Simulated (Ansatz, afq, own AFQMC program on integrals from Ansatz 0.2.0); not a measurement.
# Where AFQMC and coupled cluster stand for GeH$_{3}$, doublet

```xyz
4

Ge   -0.2063    2.5103    0.2634
H    -1.7481    2.5126    0.2599
H     0.3487    3.7691    0.9595
H     0.3516    2.3763   -1.1677
```

Basis def2-SVP. Only valence electrons are correlated. AFQMC by an in-house program on the Cholesky factors that Ansatz 0.2.0 writes for its CCSD(T) run. The CISD trial takes its coefficients from CCSD amplitudes. Released means that phaseless walkers are propagated on without the constraint, phases kept. Free AFQMC starts from the CCSD state and is never constrained. Its projection time is finite, and what remains of the start isn't in its error. Uncertainties: one standard error, sampling alone. No spin–orbit coupling.

Determinant: UHF, the one that the program's search chose, which needn't be the lowest solution. The geometry is a PBE0/def2-SVP stationary point of this or a neighbouring charge and spin state.

No full CI on the walks' own integrals is used here; CCSDTQ serves as the reference and is uncertain by about the last step of the cluster series.

Cautions: no relativity below Rb; no spin-orbit coupling; inner d shell frozen; the ph-AFQMC/HF walk drifts between its halves (2.1 errors); the ph-AFQMC/CISD walk drifts between its halves (2.1 errors).

The T1 diagnostic is 0.0109 and the weight of the determinant in the CISD state is 0.932. The ⟨S²⟩ of the determinant is 0.754 and the size of the correlated space is 7 electrons in 33 orbitals.

Reference: CCSDTQ, correlation energy -3.239 eV. The released energy is read at 1.50 1/Eh (meV from the phaseless value at times in 1/Eh: -0.7 ± 0.9 at 0.24, -1.3 ± 0.6 at 0.50, -1.3 ± 0.6 at 1.00, -2.1 ± 0.4 at 1.50).

| level | E − E(reference) (meV) | share of correlation (%) |
| --- | --- | --- |
| HF | 3239.2 | 0.00 |
| MP2 | 755.5 | 76.68 |
| CCSD | 76.5 | 97.64 |
| CCSD(T) | 17.1 | 99.47 |
| CCSDT | 1.4 | 99.96 |
| CCSDT(Q) | 0.2 | 99.99 |
| ph-AFQMC/HF | -20.1 ± 10.1 | 100.62 |
| ph-AFQMC/CISD | 2.3 ± 0.9 | 99.93 |
| released AFQMC | 0.2 ± 0.4 | 99.99 |
| free AFQMC | -0.6 ± 0.9 | 100.02 |

CCSDT and higher add their correlation energy to the determinant of the CCSD(T) run, since their own runs factorise the integrals more tightly (a shift of under 2 meV). Free projections are given only where their last times agree within the noise and don't stop above the reference; a slow remainder of the start can still hide under it. A walk keeps the symmetry of its determinant, which the program's search chose and which needn't be the lowest solution, so a lower state of the same spin and another symmetry isn't excluded. Released energies are given only where the last usable release times agree within the noise; a slower fall can still hide under it.
